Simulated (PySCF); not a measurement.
Can point charges reproduce the dipole moment of `[H]/P=C(/C)C=C`?

Coordinates (GFN2-xTB, Å) and charges (e) from the PBE0/pcSseg-1 density (PySCF):

```csv
atom,x,y,z,Mulliken,IAO,Hirshfeld,ESP-fitted
C1,-1.245,-1.276,0.064,-0.1258,-0.3035,-0.0854,-0.3487
C2,-0.979,-0.016,-0.284,-0.1227,-0.1397,-0.0521,-0.1748
C3,0.293,0.643,-0.134,-0.5183,-0.1773,-0.0294,+0.2121
C4,1.439,-0.120,0.459,-0.1826,-0.4231,-0.1200,-0.5245
P5,0.556,2.252,-0.599,+0.1956,+0.1555,+0.0297,-0.2353
H6,-2.225,-1.699,-0.079,+0.1250,+0.1594,+0.0515,+0.1746
H7,-0.506,-1.926,0.499,+0.1193,+0.1486,+0.0475,+0.1634
H8,-1.771,0.586,-0.718,+0.1050,+0.1480,+0.0431,+0.1204
H9,1.660,-1.003,-0.140,+0.1393,+0.1552,+0.0481,+0.1713
H10,1.195,-0.451,1.469,+0.1395,+0.1554,+0.0481,+0.1703
H11,2.330,0.504,0.503,+0.1297,+0.1537,+0.0434,+0.1598
H12,-0.744,2.504,-1.066,-0.0040,-0.0322,-0.0245,+0.1113
```

Question: What dipole does each set of charges give (1 e·Å = 4.803 D), and what does the density give?

Answer: The full density gives (-0.66, -1.49, 0.31) D, 1.66 D in size; dipole vectors point from the negative to the positive end.

```csv
scheme,μx,μy,μz,size (D),share of the full size (%),angle to the full dipole (°)
Mulliken,0.72,-1.13,0.60,1.47,89,55
IAO,0.36,-0.11,0.14,0.40,24,92
Hirshfeld,0.17,-0.44,0.20,0.51,31,44
ESP-fitted,-0.60,-1.51,0.33,1.65,100,2
```

Question: Which set comes closest?

Answer: Length of the difference vector: ESP-fitted 0.07 D, Hirshfeld 1.34 D, Mulliken 1.46 D, IAO 1.72 D. Closest: ESP-fitted. 

Question: What is left for the Hirshfeld atoms' own dipoles?

Answer: The shares of the density sum to the whole, so what Σ q r misses lies in dipoles about the nuclei. The atomic dipoles sum to (-0.66, -1.49, 0.31) − (0.17, -0.44, 0.20) = (-0.83, -1.04, 0.11) D, 1.34 D in size.

Question: With the origin at the mean of the coordinates, (0.000, 0.000, -0.002) Å, which are the largest single terms, by size, of the IAO dipole along the direction of the full one?

Answer: C1 -2.41, H6 +1.84, P5 -1.76, H7 +1.44, H11 -0.95 D; all 12 atoms together -0.02 D. The single terms depend on the origin, their sum doesn't.

Question: Give the size of the full dipole in other units.

Answer: 1.66 D = 0.651 au = 0.345 e·Å = 5.52 × 10⁻³⁰ C·m.

Isolated species at its GFN2-xTB geometry (one conformer only).

Conformer computed: `[H]/[P:5]=[C:3](\[CH:2]=[CH2:1])[CH3:4]`: C1–C2–C3–C4 0°.
